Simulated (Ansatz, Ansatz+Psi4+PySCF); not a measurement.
Two shapes of singlet SO2.

Shape 1:

```xyz
3

S     0.0000    0.0000    0.3703
O     0.0000    1.2776   -0.3703
O     0.0000   -1.2776   -0.3703
```

Shape 2:

```xyz
3

S     0.0000    0.0000    0.3535
O     0.0000    1.2344   -0.3619
O     0.0000   -1.2344   -0.3619
```

Basis set: cc-pVTZ on O; cc-pV(T+d)Z on S (spherical functions). Frozen core: 7 orbitals. Charge 0, multiplicity 1.

Computed with Ansatz (development build ahead of 0.2.0) and Psi4 1.11; each method stands on the lowest determinant of its kind that the runs found.

(1) Which shape is lower in energy, and by how much in each method?

## Answers

(1)

```json
{"method": "RHF", "E(2) − E(1) (eV)": "-0.436"}
{"method": "RHF-MP2", "E(2) − E(1) (eV)": "-0.024"}
{"method": "RHF-CCSD(T)", "E(2) − E(1) (eV)": "-0.070"}
```

Shape 2 is lower. Caution: unrestricted orbitals would lower the determinant.
